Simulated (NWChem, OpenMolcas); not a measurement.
# Si2H6 (disilane): the HOMO–LUMO gap, rung by rung

The species is Si2H6 (8 atoms), meant as a singlet with charge 0. As SMILES, `[SiH3][SiH3]`. Geometry: relaxed at PBE0-D4/def2-TZVP.

Quantity: the HOMO–LUMO gap, in eV. The values are calculated.

```csv
level,kind,program,value (eV)
HF/aug-cc-pVDZ,Hartree–Fock,OpenMolcas,12.08
SVWN5/aug-cc-pVDZ,LDA,NWChem,6.61
BLYP/aug-cc-pVDZ,GGA,NWChem,6.52
PBE/aug-cc-pVDZ,GGA,OpenMolcas,6.65
M06-L/aug-cc-pVDZ,meta-GGA,OpenMolcas,7.42
BHLYP/aug-cc-pVDZ,global hybrid,OpenMolcas,9.63
M06-2X/aug-cc-pVDZ,hybrid meta-GGA,OpenMolcas,9.35
wB97X/aug-cc-pVDZ,range-separated hybrid,NWChem,11.85
```

The values span 6.52 to 12.08 eV. Orbital gaps aren't excitation energies; they tend to grow with the share of exact exchange.
